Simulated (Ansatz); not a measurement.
Several settings on one geometry of [BMeH3]- (CH₆B⁻) (that of the charge -1 singlet, PBE-D4/def2-TZVPD). Ansatz on 2 threads of Arm Neoverse V1 on a shared host; times are rough.

```tsv
atom	x (Å)	y (Å)	z (Å)
B1	-0.002	0.003	-0.820
C2	0.002	-0.003	0.830
H3	-1.020	0.036	1.261
H4	0.550	0.861	1.260
H5	0.479	-0.911	1.253
H6	1.165	-0.041	-1.264
H7	-0.548	1.039	-1.256
H8	-0.626	-0.984	-1.263
```

Totals from different functionals, basis sets or treatments of relativity can't be compared as stabilities.

DK, ANO-RCC and x2c sets are all-electron and run with scalar relativity unless a key says otherwise. Correlated methods freeze 2 core orbitals. A multiply charged anion in the gas phase is held together partly by the finite basis.

The spins typed aren't always the lowest for that charge.

Give the basis size and estimate the energy, ⟨S²⟩ and time of these runs.

| run | method | charge | state | further keys |
| --- | --- | --- | --- | --- |
| 1 | RKS ωB97M-V/aug-cc-pVDZ | -1 | singlet | forces asked |
| 2 | UKS B2GP-PLYP/6-31G | -2 | doublet | scf: {omitted_lower_state_checks: [starts]}; forces asked |
| 3 | UKS r2SCANh/x2c-TZVPPall | -1 | singlet | scf: {omitted_lower_state_checks: [starts]}; forces asked |
| 4 | RKS BLYP-D3(BJ)-ATM/def2-TZVPD | -1 | singlet | scf: {omitted_lower_state_checks: [starts]}; forces asked |
| 5 | RKS r2SCAN0-D4/def2-SVP | -1 | singlet | final_grid: {core_spheres: 8, valence_spheres: 7, degree: 23}; scf: {omitted_lower_state_checks: [starts]} |
| 6 | RKS ωB97X/STO-3G | -1 | singlet | scf: {omitted_lower_state_checks: [starts]}; forces asked |
| 7 | RHF/ANO-RCC-VTZP | -1 | singlet | pseudopotentials: {relativity: scalar}; scf: {lower_state_search: off} |
| 8 | UKS BHLYP/pcseg-2 | -1 | triplet | scf: {omitted_lower_state_checks: [starts]} |
| 9 | RKS r2SCAN/def2-TZVPP | -1 | singlet | final_grid: {core_spheres: 20, valence_spheres: 16, degree: 47}; scf: {lower_state_search: light}; forces asked |


```csv
run,functions,energy (Eh),⟨S²⟩,wall time
1,100,-66.5136,–,4.5 s
2,30,-65.9713,0.75,1.4 s
3,146,-66.5680,0.00,3.9 s
4,128,-66.5526,–,1.4 s
5,58,-66.4663,–,0.65 s
6,16,-65.6767,–,0.9 s
7,144,-66.0672,–,0.9 s
8,144,-66.3224,2.01,6 s
9,146,-66.5479,–,2.6 s
```

The highest occupied level of an anion often lies above zero with these methods, and sets without diffuse functions describe the outer electron poorly.
